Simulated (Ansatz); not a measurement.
# Where PBE holds and where it fails for fcc Pd

Programs: Ansatz (a first-principles code).

### Question
For which of these properties of fcc Pd does PBE miss the measurement, in which direction and by how much: lattice constant a, bulk modulus, cohesive energy, elastic constant C11, elastic constant C44?

### Answer
PBE is well off the measurement for the lattice constant a (+1.73 %, at least halved by PBEsol); bulk modulus (-13.8 %, at least halved by PBEsol); cohesive energy (-0.22 eV/atom); elastic constant C11 (-15.0 %, at least halved by PBEsol); elastic constant C44 (-14.7 %, at least halved by PBEsol).

| property | PBE | LDA | PBEsol | reference | PBE less reference |
|---|---|---|---|---|---|
| lattice parameter a (Å) | 3.943 | 3.840 | 3.876 | 3.876 | +1.73 % |
| bulk modulus (GPa) | 168 | 227 | 204 | 195 | -13.8 % |
| cohesive energy (eV/atom) | 3.71 | 5.06 | 4.44 | 3.93 | -0.22 eV/atom |
| elastic constant C11 (GPa) | 199 | 271 | 243 | 234 | -15.0 % |
| elastic constant C44 (GPa) | 60.7 | 79.0 | 74.3 | 71.2 | -14.7 % |
| Voigt–Reuss–Hill shear modulus (GPa) | 41.6 | 55.7 | 51.2 | – | – |

Where no measured value is used, PBE differs from PBEsol by -18.8 % in the Voigt–Reuss–Hill shear modulus.

Low-temperature values still hold zero-point motion unless their source removed it.

Called well off clearly beyond 0.50 % for the lattice constant a, 10.0 % for the bulk modulus, 0.20 eV/atom for the cohesive energy, 10.0 % for the elastic constant C11, 10.0 % for the elastic constant C44 (bounds picked here from the quality of each reference).

The references are measured values: lattice constant a corrected to a static lattice, bulk modulus corrected to a static lattice, cohesive energy corrected to a static lattice, elastic constant C11 low temperature, elastic constant C44 low temperature.

Unless a row names a cell, each level is at its own relaxed cell.

Ansatz's density-functional and Hartree–Fock values are scalar-relativistic unless marked +SOC, with PAW data made under PBE.

References as tabulated in Mejia-Rodriguez and Trickey (2018), arXiv:1807.09216; Malica and Corso (2021), arXiv:2109.00459; doi:10.1021/acs.jctc.3c00612.
